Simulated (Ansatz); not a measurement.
**C2H3FS: vertical ionisation energy**

An exercise on one series of results from a longer session: the logs are not shown, and one member is left open.

The runs use Ansatz 0.2.0, Gaussian basis; unrestricted cation, the program's frozen cores in correlated methods.

Levels to be run: UKS PBE-D4/def2-TZVPP; UKS r2SCAN-D4/def2-TZVPP; UKS PBE0-D4/def2-TZVPP; UKS B3LYP-D4/def2-TZVPP; UKS wB97X-V/def2-TZVPP; UKS wB97M-V/def2-TZVPP; UKS B2PLYP/def2-TZVPP; UHF-CCSD(T)/def2-TZVPP; UHF-MP2/def2-QZVPP; extrapolation to the limit; then −ε(HOMO) from the neutral's earlier runs with LDA (SPW92), PBE-D4, revPBE-D4, BLYP-D4, r2SCAN-D4, B97M-V, PBE0-D4, B3LYP-D4, r2SCANh-D4, r2SCAN0-D4, HSE06-D4, BHLYP-D4, CAM-B3LYP-D4, LC-ωPBE, ωB97X-V, ωB97M-V.

**The relaxed structure**

All runs share one geometry, relaxed beforehand with PBE0-D4 in a triple-zeta def2 set.

SMILES `C=C(F)S`, 7 atoms, charge 0, spin multiplicity 1.

Atoms are counted from 1 here; the program's logs count them from 0.

Bond lengths: C1–C2 1.322 Å, C1–H5 1.079 Å, C1–H6 1.082 Å, C2–F3 1.337 Å, C2–S4 1.753 Å, S4–H7 1.341 Å. Angles: C2–C1–H5 121.2°, C2–C1–H6 119.5°, H5–C1–H6 119.3°, C1–C2–F3 120.8°, C1–C2–S4 130.2°, F3–C2–S4 109.0°, C2–S4–H7 95.0°.

Geometry (Å):

```xyz
7

C    -0.5209    0.6332    0.4570
C     0.3235   -0.3694    0.2858
F     0.8795   -0.9830    1.3354
S     0.9087   -1.1183   -1.1876
H    -0.9732    1.1331   -0.3859
H    -0.7642    0.9599    1.4590
H     0.2079   -0.3234   -2.0093
```

Set-up of the first run:

Input file in.yaml:

```yaml
crystal:
  periodic: [false, false, false]
  atoms:
    - {symbol: C, position_ang: [-0.520885, 0.633247, 0.457037]}
    - {symbol: C, position_ang: [0.323528, -0.369367, 0.285774]}
    - {symbol: F, position_ang: [0.879519, -0.983006, 1.335402]}
    - {symbol: S, position_ang: [0.908719, -1.118309, -1.187625]}
    - {symbol: H, position_ang: [-0.973238, 1.133068, -0.385918]}
    - {symbol: H, position_ang: [-0.764195, 0.959915, 1.458983]}
    - {symbol: H, position_ang: [0.207853, -0.323446, -2.009252]}
basis:
  gaussian: {orbitals: def2-TZVPP}
total_charge: 1
magnetization: {spin_polarized: true, initial_magnetization: 1}
hamiltonian: {xc: pbe, dispersion: d4}
```

Launch:

```console
$ ansatz run in.yaml --threads 2 --pin off --events-out ev --progress --plain --max-ram 4352MiB
```

Steps of the session up to this table: Cation, UKS PBE-D4/def2-TZVPP; Cation, UKS r2SCAN-D4/def2-TZVPP; Cation, UKS PBE0-D4/def2-TZVPP; Cation, UKS B3LYP-D4/def2-TZVPP; Cation, UKS wB97X-V/def2-TZVPP; Cation, UKS wB97M-V/def2-TZVPP; Cation, UKS B2PLYP (frozen core)/def2-TZVPP; Cation, UHF-CCSD(T)/def2-TZVPP; Cation, UHF-MP2/def2-QZVPP.

One table of the session follows, with a row left open; its other results are not shown here.

For comparison, −ε(HOMO) of the neutral from earlier runs:

| functional | −ε(HOMO) (eV) |
| --- | --- |
| LDA (SPW92) | 5.87 |
| PBE-D4 | 5.70 |
| revPBE-D4 | ? |
| BLYP-D4 | 5.55 |
| r2SCAN-D4 | 5.93 |
| B97M-V | 5.96 |
| PBE0-D4 | 6.85 |
| B3LYP-D4 | 6.64 |
| r2SCANh-D4 | 6.35 |
| r2SCAN0-D4 | 7.00 |
| HSE06-D4 | 6.45 |
| BHLYP-D4 | 7.86 |
| CAM-B3LYP-D4 | 8.16 |
| LC-ωPBE | 9.52 |
| ωB97X-V | 9.14 |
| ωB97M-V | 9.00 |

Estimate the missing values for revPBE-D4.

The run gave: −ε(HOMO) (eV): 5.64. In the column «−ε(HOMO) (eV)» it lies between BLYP-D4 (5.55) and PBE-D4 (5.70).
